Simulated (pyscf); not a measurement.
## Substitution at Si: :N–F [triplet] + F–SiH₂–F → F–N•–SiH(F)–F + H•

Gas phase, triplet surface, charge 0. Bonds broken: Si4–H6. Bonds formed: N1–Si4. Structures and frequencies: ωB97X-D3(BJ)/def2-SVP in PySCF.

Transition state (Å):

```xyz
7

N     -0.2368    -0.3751     0.9278
F      0.3387     0.6614     1.5609
F     -0.9649    -1.4055    -1.3006
Si    -0.8035     0.1055    -0.7592
F     -2.2188     0.8141    -0.4477
H     -0.5606     0.7294    -2.2050
H      0.4352     1.0851    -0.8733
```

One imaginary mode, 409i cm⁻¹; descent along it reached the two sides named.

```json
[
 {"bond": "Si4–H6", "change": "breaks", "reactant side (Å)": "1.479", "saddle": "1.593", "product side": "3.9"},
 {"bond": "N1–Si4", "change": "forms", "reactant side (Å)": "3.2", "saddle": "1.843", "product side": "1.804"}
]
```

Electronic energies relative to the separated reactants (eV):

| level | barrier | reaction energy |
|---|---|---|
| ωB97X-D3(BJ)/def2-TZVP | 1.84 | +1.31 |
| PBE/def2-TZVP | 1.28 | +1.14 |
| r²SCAN/def2-TZVP | 1.43 | +1.31 |
| B3LYP-D3(BJ)/def2-TZVP | 1.67 | +1.36 |
| PBE0-D3(BJ)/def2-TZVP | 1.59 | +1.26 |
| M06-2X/def2-TZVP | 1.86 | +1.30 |
| ωB97M-D3(BJ)/def2-TZVP | 1.84 | +1.30 |
| HF/def2-TZVP | 3.06 | +1.82 |

With ωB97M-D3(BJ)/def2-TZVP energies and thermal terms (ideal gas, 1 atm, RRHO with modes under 100 cm⁻¹ raised to 100, one conformer, R ln 2 for chiral ones without a mode under 150 cm⁻¹), in eV:

```
T (K)   ΔH‡   ΔG‡     ΔH     ΔG
-----  ----  ----  -----  -----
298    1.73  2.15  +1.18  +1.28
600    1.76  2.57  +1.24  +1.35
900    1.79  2.97  +1.29  +1.40
1200   1.82  3.35  +1.33  +1.43
```

The same reactants have a lower exit, to •HN–F + F–SiH•–F (barrier +1.12 eV at ωB97M-D3(BJ)/def2-TZVP, against +1.84 eV here). F–N•–SiH(F)–F + H• also meet on a surface of lower spin, which isn't treated here. F–N•–SiH(F)–F lies 4.00 eV over its isomer •HN–Si(F)(F)–F (electronic energy, ωB97M-D3(BJ)/def2-TZVP). This is the saddle that the search found; another between the same sides may lie lower. The angle at the attacked Si is 152°.
